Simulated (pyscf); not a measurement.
A first-order saddle from PySCF, ωB97X-D3(BJ)/def2-SVP:

```xyz
10

O      0.9436     0.2108     1.3037
Ti    -0.4973    -0.5286     0.6282
O      0.1749    -1.9553    -0.1422
Cl    -2.8071    -0.9453    -0.7190
Cl    -1.5716    -0.9271     2.5169
H      1.1273     0.5808     2.1748
H      1.0730    -2.2922    -0.0355
O     -0.9673     0.9137    -0.5591
H     -1.9943     0.2525    -0.9748
H     -0.3798     1.5163    -1.0292
```
Charge 0, spin multiplicity 1.

Surface: singlet, charge 0. Lowest wavenumbers (cm⁻¹): 703i, 72, 117, 150, 163.

Task: Which two sides does it connect, and which bonds change?

Result: HO–Ti(OH)(Cl)–Cl (SMILES [OH][Ti]([OH])([Cl])[Cl]) + H₂O (SMILES O) ⇌ HO–Ti(OH)(OH)–Cl (SMILES [OH][Ti]([OH])([OH])[Cl]) + HCl (SMILES Cl), a four-centre exchange read from left to right: Cl–Ti, H–O broken and O–Ti, Cl–H formed. At ωB97M-D3(BJ)/def2-TZVP it lies +11.1 kcal/mol from the left side and +6.0 kcal/mol from the right (each side as separated species at their lowest minima found). On the reactant side the descent ends in an adduct with a O–Ti contact (not fully relaxed), 11.8 kcal/mol under the separated species and 22.4 kcal/mol under the saddle at ωB97X-D3(BJ)/def2-TZVP. What is counted as formed (O–Ti) is already present as a longer contact in the reactant adduct; forming that adduct is a step of its own. This is the saddle that the search found; another between the same sides may lie lower.
